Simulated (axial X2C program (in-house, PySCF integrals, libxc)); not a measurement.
**A two-component session on NB⁻: properties at the nuclei**

Wanted for NB⁻: properties at the nuclei, at the two-component level.

Method: two-component X2C with atomic mean-field terms, N dyall-av3z, B dyall-av3z; program: an in-house X2C program for linear molecules on PySCF integrals.

All values are calculated.

**1. Input**

task.json reads:

```json
{"zs": [7, 5], "q": -1, "bas": ["dyall-av3z", "dyall-av3z"], "r0": 1.38, "levels": ["PBE0", "HF", "r2SCAN", "BP86", "PBE50"], "nst": 3}
```

Keys: zs atomic numbers; q charge; bas basis sets; r0 starting distance in Å; levels methods (HF also brings MP2); nst determinants followed.

Started as:

```bash
python soeom.py task.json out
```

Nuclei are Gaussian, cores are contracted, and the Gaunt term is on.

**2. Expectation values, lowest determinant**

R = 1.274 Å. State: Ω = 1/2 (excess of +ω over −ω: ω = 1/2).

Output of the PBE0 run:

```text
two-component X2C + atomic mean field  PBE0
basis functions 115  fitting functions 605  grid points 4344
iter        total energy     max residual
   1        -79.483902021     7.82e-05
   2        -79.483902077     5.23e-05
   3        -79.483902116     1.93e-05
   4        -79.483902127     1.30e-05
   5        -79.483902129     4.57e-06
converged
one-electron -139.38239644  Coulomb 56.31955676  exact exchange -2.63929627  xc functional -8.31623408  nuclear repulsion 14.53783546  atomic mean-field constant -0.00336757
```

The highest occupied spinor is 61% N p, 31% B p, 4% B d.

```
 level  Eeff magnitude (GV/cm)  Ws magnitude N (kHz)  A∥/gI N (MHz)  qzz N (a.u.)  A∥/gI B (MHz)  qzz B (a.u.)
  PBE0                 0.00981               0.00296           46.8         -0.55            262         -0.12
    HF                  0.0104               0.00345             15         -1.05            454         -0.20
r2SCAN                 0.00945               0.00298           40.7         -0.53            268         -0.13
  BP86                 0.00769               0.00139           42.9         -0.42            226         -0.10
 PBE50                  0.0115               0.00397           54.8         -0.68            302         -0.14
```

Eeff is the effective electric field on the electron dipole moment in this Ω state and Ws the scalar–pseudoscalar constant (defined with the proton number Z and per Ω); A∥ is the parallel hyperfine constant, which follows by multiplying with the nuclear g factor gI = μI/(I μN); qzz is the electric field gradient, eQq0 = 234.96 MHz × Q/barn × qzz. The operators were transformed with the bare-nucleus X2C matrices.

**3. Expectation values, a higher determinant**

R = 1.274 Å. State: Ω = 3/2 (excess of +ω over −ω: ω = 3/2), 0.99 eV above the lowest in the PBE0 search for states (made at or near this distance, with looser thresholds).

Output of the PBE0 run:

```text
two-component X2C + atomic mean field  PBE0
basis functions 115  fitting functions 605  grid points 4344
iter        total energy     max residual
   1        -79.447495136     5.98e-05
   2        -79.447495165     1.98e-05
   3        -79.447495173     1.68e-05
   4        -79.447495173     6.52e-06
converged
one-electron -138.85526153  Coulomb 55.81965923  exact exchange -2.64602177  xc functional -8.30033900  nuclear repulsion 14.53783546  atomic mean-field constant -0.00336757
```

The highest occupied spinor is 40% B s, 34% B p, 13% N p.

```
 level  Eeff magnitude (GV/cm)  Ws magnitude N (kHz)  A∥/gI N (MHz)  qzz N (a.u.)  A∥/gI B (MHz)  qzz B (a.u.)
  PBE0                0.000114              0.000175           90.9         -1.35           16.1         -0.54
    HF                0.000577              0.000386           87.2         -1.36           13.5         -0.58
r2SCAN                0.000495               0.00031           97.6         -1.40           19.9         -0.54
  BP86                 1.3e-05              0.000129           90.3         -1.37           17.3         -0.53
 PBE50                0.000177              0.000203             89         -1.35           14.9         -0.56
```

**4. What came out**

| quantity | value |
| --- | --- |
| lowest determinant | Ω = 1/2 (excess of +ω over −ω: ω = 1/2) |
| Eeff magnitude (GV/cm), PBE0 | 0.00981 |
| Ws magnitude N (kHz), PBE0 | 0.00296 |
| A∥/gI N (MHz), PBE0 | 46.8 |
| qzz N (a.u.), PBE0 | -0.55 |
| higher determinant | Ω = 3/2 (excess of +ω over −ω: ω = 3/2) |
| Eeff magnitude (GV/cm), PBE0, higher determinant | 0.000114 |
| Ws magnitude N (kHz), PBE0, higher determinant | 0.000175 |
| A∥/gI N (MHz), PBE0, higher determinant | 90.9 |
| qzz N (a.u.), PBE0, higher determinant | -1.35 |

What this shows: In the first state, the effective field runs from 0.00769 to 0.0115 GV/cm over the mean-field levels. The expectation values come from single determinants, which for open shells can mix terms of unlike spin or miss the lowest Ω, so a determinant need not be a state. Eeff is the effective electric field on the electron dipole moment in this Ω state and Ws the scalar–pseudoscalar constant (defined with the proton number Z and per Ω); A∥ is the parallel hyperfine constant, which follows by multiplying with the nuclear g factor gI = μI/(I μN); qzz is the electric field gradient, eQq0 = 234.96 MHz × Q/barn × qzz. The operators were transformed with the bare-nucleus X2C matrices.
